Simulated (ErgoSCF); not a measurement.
# SiH2OF (SMILES O[SiH]F): levels of theory compared

Wanted: a comparison of 5 runs (UHF/STO-3G, UHF/def2-SVP, UB3LYP/6-31G*, UPBE0/def2-SVP, UBP86/6-311G**) of SiH2OF. 

The results are computed with ErgoSCF 3.8.

### Step 1. The structure to begin with

SiH2OF has 5 atoms, charge 0, and is taken as a doublet. As SMILES, `O[SiH]F`. The shape is that of a PBE0-D4/def2-TZVP optimisation. This is one conformer, not always the lowest.

Bond lengths: O1–Si2 1.636 Å, Si2–F3 1.603 Å, O1–H4 0.959 Å, Si2–H5 1.490 Å. Angles: O1–Si2–F3 110.5°, O1–Si2–H5 105.3°, F3–Si2–H5 107.6°, Si2–O1–H4 119.2°.

### Step 2. A single-point energy at UHF/STO-3G (run 1)

The input, run.inp:

```
set_nthreads("env")
molecule_inline Angstrom
O       -0.615200      -0.884600      -0.276300
Si       0.283900       0.245700       0.493100
F        0.207000       1.646500      -0.283100
H       -1.564500      -0.765100      -0.338000
H        1.688800      -0.242600       0.404400
EOF
spin_polarization = 1
tmpdir = "."
scf.max_number_of_iterations = 120
scf.output_mulliken_pop = 1
scf.use_diagonalization = 1
basis = "STO-3G"
run "HF"
```

The basis set STO-3G is read from a file made from the Basis Set Exchange's data (not shown).

Started as:

```console
$ ergo run.inp
```

What it wrote:

```text
[...]
INSC SCF_general constructor, number of basis functions: 21
[...]
INSC Energy   1 =       -416.76815170800
[...]
INDE E_LUMO =          0.22130593277
[...]
INSC Energy  15 =       -458.61501885790  ( diff     -0.000000000002274 )
[...]
RESC CONVERGED after  15 iterations.
RESC FINAL ENERGY:       -458.61501885790
RESC FINAL <S2> =          0.75467924658
[...]
INSC SCF: dipole_moment_x [atomic units] =      -0.42479600
INSC SCF: dipole_moment_y [atomic units] =       0.06232743
INSC SCF: dipole_moment_z [atomic units] =       0.57404136
[...]
```

It took 1.6 s on 1 thread of Arm Neoverse V2, shared host; peak memory 0.26 GiB.

### Step 3. A single-point energy at UHF/def2-SVP (run 2)

The input, input.ego:

```
# HF on FH2OSi
set_nthreads("env")
scf.use_diagonalization = 1
spin_polarization = 1
charge = 0
basis = "def2-SVP"
tmpdir = "."
scf.max_number_of_iterations = 120
scf.output_mulliken_pop = 1
molecule_inline
O     -1.16255951    -1.67165173    -0.52213133
Si     0.53649325     0.46430571     0.93182395
F      0.39117331     3.11143406    -0.53498147
H     -2.95647652    -1.44582946    -0.63872743
H      3.19136948    -0.45844756     0.76420524
EOF
run "HF"
```

The basis set def2-SVP is read from a file made from the Basis Set Exchange's data (not shown).

Started as:

```console
$ ergo input.ego
```

What it wrote:

```text
[...]
INSC SCF_general constructor, number of basis functions: 56
[...]
INSC Energy   1 =       -214.78231956601
[...]
INDE E_LUMO =          0.05665977931
[...]
INSC Energy  20 =       -464.22130819384  ( diff     -0.000000000010118 )
[...]
RESC CONVERGED after  20 iterations.
RESC FINAL ENERGY:       -464.22130819384
RESC FINAL <S2> =          0.75349687548
[...]
INSC SCF: dipole_moment_x [atomic units] =      -0.53803298
INSC SCF: dipole_moment_y [atomic units] =      -0.20396421
INSC SCF: dipole_moment_z [atomic units] =       0.47106243
[...]
```

It took 14 s on 1 thread of Arm Neoverse V2, shared host; peak memory 0.26 GiB.

Runs 3 to 4 aren't shown in full; the table further down has their settings and results.

### Step 4. The energy at UBP86/6-311G(d,p) (run 5)

The input, mol.xyz:

```xyz
5
FH2OSi
O     -0.615200    -0.884600    -0.276300
Si     0.283900     0.245700     0.493100
F      0.207000     1.646500    -0.283100
H     -1.564500    -0.765100    -0.338000
H      1.688800    -0.242600     0.404400
```

The input, input.ego:

```
set_nthreads(1)
molecule "mol.xyz"
basis = "6-311G**"
scf.output_mulliken_pop = 1
XC.radint = 1e-11
spin_polarization = 1
tmpdir = "."
scf.max_number_of_iterations = 120
XC.angint = 41
scf.use_diagonalization = 1
XC.sparse_mode = 0
run "BP86"
```

The basis set 6-311G** is read from a file made from the Basis Set Exchange's data (not shown).

Started as:

```console
$ ergo input.ego
```

What it wrote:

```text
[...]
INDF Weighted mixed functional:
[...]
INSC Energy   1 =       -251.57794816818
[...]
INDE E_LUMO =         -0.12215786535
[...]
INSC Energy  23 =       -465.88860227883  ( diff     -0.000000000003411 )
[...]
RESC CONVERGED after  23 iterations.
RESC FINAL ENERGY:       -465.88860227883
RESC FINAL <S2> =          0.75123843150
[...]
INSC SCF: dipole_moment_x [atomic units] =      -0.53043040
INSC SCF: dipole_moment_y [atomic units] =      -0.21623970
INSC SCF: dipole_moment_z [atomic units] =       0.27967831
[...]
```

It took 17 s on 1 thread of Arm Neoverse V2, shared host; peak memory 0.26 GiB.

### Step 5. The series

```tsv
run	level	integration grid	radint	energy (Eh)	dipole moment (D)	⟨S²⟩	wall time
1	UHF/STO-3G	–	–	-458.615019	1.82	0.755	1.6 s
2	UHF/def2-SVP	–	–	-464.221308	1.89	0.753	14 s
3	UB3LYP/6-31G* (spherical functions)	Turbo	1e-11	-465.792069	1.53	0.751	17 s
4	UPBE0/def2-SVP	Turbo	1e-11	-465.274046	1.59	0.752	18 s
5	UBP86/6-311G**	Turbo	1e-11	-465.888602	1.62	0.751	17 s
```

### Step 6. Outcome

| quantity | value |
| --- | --- |
| run 5: total energy | -465.88860 Eh |
| run 5: dipole moment | 1.62 D |
| run 5: ⟨S²⟩ | 0.751 |

What this shows: The dipole moment (its size) runs from 1.53 D (UB3LYP/6-31G*) to 1.89 D (UHF/def2-SVP). The two ends differ in method and basis. Totals of different functionals can't be ranked against each other. In run 1 the basis is minimal, so the values are rough. All runs together took 68 s, the longest 18 s.
